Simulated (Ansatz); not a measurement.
Two isomers of C3H5FO: A = `CC1(F)CO1`, B = `OC1(F)CC1`.

Gas-phase electronic energies from Ansatz, PBE0-D4/def2-TZVP geometries. CCSD(T)/CBS adds triple-zeta CCSD(T) − MP2 to the extrapolated MP2 energy (def2 sets, frozen cores). DFT in def2-TZVPP. Each species was taken in one conformer, which may not be the lowest.

Q: Which isomer does CCSD(T)/CBS put lower? Give the gap. (Best estimate.)

A: Computed: B, by 0.6 kcal/mol.

Q: Give E(B) − E(A) in kcal/mol with CCSD/def2-TZVPP, B2PLYP, MP2/def2-TZVPP, r2SCAN-D4, CCSD(T)/def2-TZVPP, HF/def2-TZVPP, PBE0-D4. (Estimate.)

A: Computed: CCSD/def2-TZVPP -0.7, B2PLYP -0.1, MP2/def2-TZVPP -0.8, r2SCAN-D4 0.0, CCSD(T)/def2-TZVPP -0.3, HF/def2-TZVPP -0.7, PBE0-D4 -1.3. None reverses the order clearly.

Largest T1 diagnostic: 0.011.

From PBE to PBE0 (25 % exact exchange), in def2-TZVPP and without D4, E(B) − E(A) moves by −1.3 kcal/mol.
